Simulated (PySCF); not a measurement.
From one molecule to another.

First species: SiO.
SMILES: `[O+]#[Si-]`

Second species: C8H16O.
SMILES: `COCC1CCCCC1`

Levels: B3LYP/def2-SVPD for HOMO energy, LUMO energy, HOMO–LUMO gap and static isotropic polarisability; TDDFT B3LYP/def2-SVPD for lowest singlet excitation; TDA B3LYP/def2-SVPD for lowest triplet excitation (Tamm–Dancoff); ΔSCF B3LYP/def2-SVPD for vertical ionisation energy. Geometries: PBE0-D3(BJ)/def2-SVP. Each structure is a single optimised conformer of the isolated species, non-relativistic unless stated; the electronic structure was computed with PySCF and density fitting.

| property | column X | column Y |
| --- | --- | --- |
| HOMO energy | -7.17 eV | -8.68 eV |
| LUMO energy | 0.50 eV | -2.25 eV |
| HOMO–LUMO gap | 7.67 eV | 6.43 eV |
| lowest singlet excitation | 6.73 eV | 5.34 eV |
| lowest triplet excitation (Tamm–Dancoff) | 6.59 eV | 4.09 eV |
| static isotropic polarisability | 101.0 au | 29.4 au |
| vertical ionisation energy | 9.33 eV | 11.55 eV |

Question: Which column belongs to which species?

Answer: Column X is the second species and column Y the first. The first has 2 atoms and 22 electrons, the second 25 and 72.

Question: How does each property change from the first species to the second?

Answer: HOMO energy +1.51 eV; LUMO energy +2.75 eV; HOMO–LUMO gap +1.24 eV; lowest singlet excitation +1.39 eV; lowest triplet excitation (Tamm–Dancoff) +2.50 eV; static isotropic polarisability +71.6 au; vertical ionisation energy -2.22 eV.

On the first: The principal polarisabilities are 27.2, 27.2 and 33.8 au; their mean is the isotropic value. The vertical singlet–triplet gap S1 − T1 is 1.25 eV (TDDFT singlet less Tamm–Dancoff triplet).

On the second: The principal polarisabilities are 87.4, 97.6 and 117.9 au; their mean is the isotropic value. The ΔSCF ionisation energy exceeds −ε(HOMO) by 2.16 eV with B3LYP.
